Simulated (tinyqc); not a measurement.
UHF in the sto-3g basis, for OH+, spin multiplicity 3, step by step. One step of it, computed by the program tinyqc.

Problem. Iteration 3: DIIS coefficients. Solve [B -1; -1 0][c; lambda] = [0; -1] for the coefficients, which sum to one.

B (overlaps of the stored error matrices), lower triangle:
```
                1               2              3
1   3.1958957e-02
2   1.9073943e-02   1.3403791e-02
3  -7.0827625e-03  -2.9478865e-03  5.8607099e-03
```

Give: DIIS coefficients.

Solution.

DIIS coefficients: 0.207  0.063  0.731
